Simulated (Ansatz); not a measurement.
Reaction: CH5BO (SMILES BOC) → H2BO (SMILES B[O], doublet) + CH3 (SMILES [CH3], doublet) (the C-O bond breaks)
Each species at its own B3LYP-D3(BJ)/def2-TZVP minimum (Ansatz, a program for electronic structure).

Total energies in hartree (Ansatz). Radicals and triplets start from unrestricted determinants; spin-orbit coupling is neglected. Correlated methods leave the cores frozen. No relativity.

```tsv
species	HF/cc-pVTZ	CCSD(T)/cc-pVTZ	HF/cc-pVQZ	CCSD(T)/cc-pVQZ	CCSD(T)/cc-pVDZ	CCSDT(Q)/cc-pVDZ
1: CH5BO (SMILES BOC)	-140.40134	-140.97038	-140.41163	-141.01343	-140.81982	-140.82143
2: H2BO (SMILES B[O], doublet)	-100.73941	-101.07691	-100.74716	-101.10665	-100.97834	-100.98013
3: CH3 (SMILES [CH3], doublet)	-39.57748	-39.76098	-39.58026	-39.77245	-39.71583	-39.71634
```

Task: Work out the bond dissociation energy (electronic) in kcal/mol: take Hartree-Fock from cc-pVQZ, extrapolate the CCSD(T) correlation energy as X^-3 (X = 3, 4), and add CCSDT(Q) - CCSD(T) in cc-pVDZ. 1 hartree = 627.51 kcal/mol.

Result: 
Species 1: correlation (64·(-0.60180) - 27·(-0.56904))/37 = -0.62571; step -0.00161; E1 = -140.41163 + (-0.62571) + (-0.00161) = -141.03895
Species 2: correlation (64·(-0.35949) - 27·(-0.33750))/37 = -0.37554; step -0.00179; E2 = -100.74716 + (-0.37554) + (-0.00179) = -101.12449
Species 3: correlation (64·(-0.19219) - 27·(-0.18350))/37 = -0.19853; step -0.00051; E3 = -39.58026 + (-0.19853) + (-0.00051) = -39.77930
-1·E1 +1·E2 +1·E3 = 0.13516 hartree = 84.8 kcal/mol.
